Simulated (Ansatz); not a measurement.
Scan of [H···H···SiH2], singlet

Starting geometry:

```
atom    x (Å)    y (Å)    z (Å)
   H  -2.7095   0.0549   0.0000
   H  -1.9645   0.0549   0.0000
  Si   0.1155   0.0549   0.0000
   H   0.7277  -0.8194   1.0900
   H   0.7277  -0.8194  -1.0900
```

From there H2 is moved from one fragment to the other while all else, the fragments' distance too, stays fixed; atoms are numbered as listed. Energies are in kcal/mol, counted from the starting geometry at the same level. Kohn–Sham curves are unrestricted where that lies lower, except RKS.

Basis cc-pVDZ; Ansatz 0.2.0. Correlated methods freeze the noble-gas cores. Prefix R: restricted or restricted open-shell reference.

Unrestricted Kohn–Sham rows aren't spin-pure: their determinants' ⟨S²⟩ exceeds S(S+1) by up to 0.90, so they mix in states of higher spin. A value is left out where its run failed or describes another state than the reference as far as symmetry and spin tell, or, spin-broken singlets apart, can't be checked.

In so small a basis the reference is far from its limit while semilocal and hybrid functionals are nearer theirs (RPA and double hybrids share much of the reference's basis error), so the functionals' errors here hold much of the reference's basis and frozen-core error, which can add to them or hide them.

Full CI isn't at hand for all of this; RCCSDTQ serves as the reference, and is uncertain by about the last step of the cluster series.

| distance H1-H2 (Å) | RCCSDTQ | PBE | r2SCAN | PBE0 | B3LYP | wB97X-V | wB97M-V | B2PLYP | RKS PBE0 | RPA-PBE |
| --- | --- | --- | --- | --- | --- | --- | --- | --- | --- | --- |
| 0.745 | 0.0 | 0.0 | 0.0 | 0.0 | 0.0 | 0.0 | 0.0 | 0.0 | 0.0 | 0.0 |
| 0.836 | 2.1 | 0.1 | 0.8 | 1.2 | 1.3 | 2.0 | 2.0 | 2.2 | 1.2 | 1.9 |
| 1.019 | 14.3 | 9.3 | 10.1 | 12.2 | 12.9 | 15.6 | 15.5 | 15.9 | 12.6 | 14.0 |
| 1.202 | 24.5 | 19.8 | 18.2 | 21.7 | 24.0 | 26.7 | 29.2 | 26.1 | 26.9 | 27.9 |
| 1.385 | – | 29.2 | 24.9 | 28.6 | 32.1 | 33.2 | 36.8 | 32.1 | 43.4 | 36.4 |
